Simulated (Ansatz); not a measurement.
# F2: state-averaged CASSCF

Computed with Ansatz's Gaussian-basis code (development build). State-averaged CASSCF with equal weights; occupations are averaged over the states; levels count from the state that is lowest in CASSCF. CASSCF levels without dynamic correlation can be off by over 1 eV. Solutions may break the symmetry of the shape. The lowest solution met needn't be the lowest there is, nor hold the orbitals that a chemist would pick. The average may hold one member of a degenerate pair alone.

Geometry: bond length 1.5532 Å. A bond is stretched, to 1.36 times the sum of the covalent radii.

Basis cc-pVTZ, nonrelativistic, 2 orbitals frozen in the corrections; active space CAS(10,6). Averaged: 3 singlets.

Q: Give the levels in order.

A: 

| state | CASSCF (eV) |
| --- | --- |
| singlet | 0.000 |
| singlet | 2.898 |
| singlet | 2.898 |

Occupations: 1.94, 1.94, 1.80, 1.73, 1.73, 0.87.

Same geometry.

Basis cc-pVTZ, nonrelativistic, 2 orbitals frozen in the corrections; active space CAS(10,6). Averaged: 1 singlet, 1 triplet.

Q: Give the levels in order, with their spins.

A: 

```json
{"state": "singlet", "CASSCF (eV)": "0.000"}
{"state": "triplet", "CASSCF (eV)": "2.311"}
```

Occupations: 2.00, 2.00, 1.93, 1.81, 1.57, 0.69.

Same geometry.

Basis cc-pVTZ, nonrelativistic, 2 orbitals frozen in the corrections; active space CAS(2,2). Averaged: 1 singlet, 1 triplet.

Q: Give the levels in order, with their spins.

A: 

```json
{"state": "singlet", "CASSCF (eV)": "0.000"}
{"state": "triplet", "CASSCF (eV)": "3.925"}
```

Occupations: 1.38, 0.62.
